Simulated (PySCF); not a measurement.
Ionisation of methane

Parent: methane, `C` (CH4). Optimised structure (Å), atoms numbered from 1:
```
C     0.0035    0.0012   -0.0069
H    -0.7109   -0.2750   -0.7937
H     0.1363    1.0912    0.0008
H    -0.3803   -0.3277    0.9680
H     0.9692   -0.4837   -0.2024
```

Computed at ωB97X-D3(BJ)/ma-def2-TZVP // PBE0-D3(BJ)/def2-SVP with PySCF (density fitting, grid level 2). The prefix ma- adds one diffuse s and one diffuse p function on all atoms but H. Thermal corrections: PBE0-D3(BJ)/def2-SVP frequencies, unscaled, ideal gas at 298.15 K and 1 bar, quasi-RRHO entropy.

Frontier levels of the parent: HOMO -13.62 eV, LUMO 1.38 eV.

Oxidation to the radical cation:
* Vertical ionisation energy (electronic): 14.32 eV
* Adiabatic ionisation energy (with zero-point energy): 12.57 eV
* Adiabatic, electronic part: 12.80 eV
* Vertical gap at the product's structure: 11.14 eV
* Inner reorganisation energy (four-point): 3177 meV
* Relaxation of product / of parent: 1519 / 1657 meV
* ⟨S²⟩ of the product: 0.752
* Largest spin populations: C1 0.69
* Largest changes of atomic charge: C1 0.21, H (on C1) 0.20, H (on C1) 0.20, H (on C1) 0.20
* Distances that move most (Å): C1–H 1.098 → 1.129; C1–H 1.098 → 1.129; C1–H 1.098 → 1.129; C1–H 1.098 → 1.129
* Potential in THF: 9.55 V absolute, 4.81 V against Fc+/Fc computed at 4.74 V (solvation -2 → -287 kJ/mol)

Solvents are IEF-PCM continua (electrostatics only, gas-phase structures); absolute potentials refer to an electron at rest in vacuum. Fc+/Fc in THF, 4.74 V, is ωB97X-D3(BJ)/ma-def2-TZVP on PBE0-D3(BJ)/def2-SVP structures with GFN2-xTB thermal terms. Benchmark calculations put it near 5.0 V in acetonitrile and DMSO, so it is about 0.3 V low, and the value against it can read up to that much too high.

Against the Active Thermochemical Tables (version 1.112): ionisation energy to the radical cation 12.62 (computed 12.57, error -0.05) eV.

Vertical ionisation energy: the gap is larger than usual, and may come from another state, site, conformer or species, from an onset or band maximum that doesn't mark the energy named, from the functional or basis, or from an outlying measurement.

Measured values (NIST Chemistry WebBook, evaluated or the median of agreeing entries): vertical ionisation energy 13.60 eV (computed 14.32, difference 0.72); adiabatic ionisation energy 12.61 eV (computed 12.57, difference -0.04).

Structures, frequencies and single points took 31 s of wall time on 1 thread of Intel Xeon Platinum 8488C (shared host), launched as `OMP_NUM_THREADS=1 python redox_run.py task.json out`.
